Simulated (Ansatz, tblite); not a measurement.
# SeF2: charged states by level of theory

One table from this session's results is given with a row withheld; the runs are named, their logs left out.

Method: as each input shows; program: Ansatz 0.2.0, Gaussian basis.

Levels to be run: charge +1 doublet, at the geometry of the singlet (PBE0-D4/def2-TZVP, PBE-D4/def2-TZVP, r2SCAN-D4/def2-TZVP, CCSD(T)/def2-TZVPP); charge -1 doublet, at the geometry of the singlet (PBE0-D4/def2-TZVPD, PBE-D4/def2-TZVPD, r2SCAN-D4/def2-TZVPD, CCSD(T)/def2-TZVPD); the starting singlet's energies come from earlier runs.

## The geometry

The singlet was relaxed beforehand with r2SCAN-D4/def2-TZVP.

3 atoms, charge 0, spin multiplicity 1.

Atoms are counted from 1 here; the program's logs count them from 0.

Bond lengths: Se1–F2 1.739 Å, Se1–F3 1.739 Å. Angles: F2–Se1–F3 96.6°.

Set-up of the first run:

in.yaml reads:

```yaml
crystal:
  periodic: [false, false, false]
  atoms:
    - {symbol: Se, position_ang: [0.004933, -0.007526, -0.771082]}
    - {symbol: F, position_ang: [1.295892, -0.018531, 0.394060]}
    - {symbol: F, position_ang: [-1.300824, 0.026057, 0.377032]}
basis:
  gaussian: {orbitals: def2-TZVP}
total_charge: 1
magnetization: {spin_polarized: true, initial_magnetization: 1}
hamiltonian: {xc: pbe0, dispersion: d4}
output: {orbitals: {seedname: orbitals}}
```

The run is started by

```bash
> ansatz run in.yaml --threads 4 --pin off --events-out ev --progress --plain --max-ram 3916MiB
```

Among the steps run: Charge +1 doublet at the fixed geometry, PBE0-D4/def2-TZVP; Charge +1 doublet at the fixed geometry, PBE-D4/def2-TZVP; Charge +1 doublet at the fixed geometry, r2SCAN-D4/def2-TZVP; Charge +1 doublet at the fixed geometry, CCSD(T)/def2-TZVPP.

One table of the session follows, with a row left open; its other results are not shown here.

It belongs to the step «Vertical ionisation energy». 

```
             method  vertical ionisation energy (eV)
      HF/def2-TZVPP                             9.47
   PBE-D4/def2-TZVP                                ?
r2SCAN-D4/def2-TZVP                             9.81
  PBE0-D4/def2-TZVP                             9.95
     MP2/def2-TZVPP                             9.95
    CCSD/def2-TZVPP                            10.02
 CCSD(T)/def2-TZVPP                             9.95
```

Q: Estimate the row for PBE-D4/def2-TZVP from the others.

As computed: vertical ionisation energy (eV): 9.66. In the column «vertical ionisation energy (eV)» it lies between HF/def2-TZVPP (9.47) and r2SCAN-D4/def2-TZVP (9.81).

Caveats from the session: The anion's highest level is positive in at least one run, so there the basis alone may hold the extra electron.
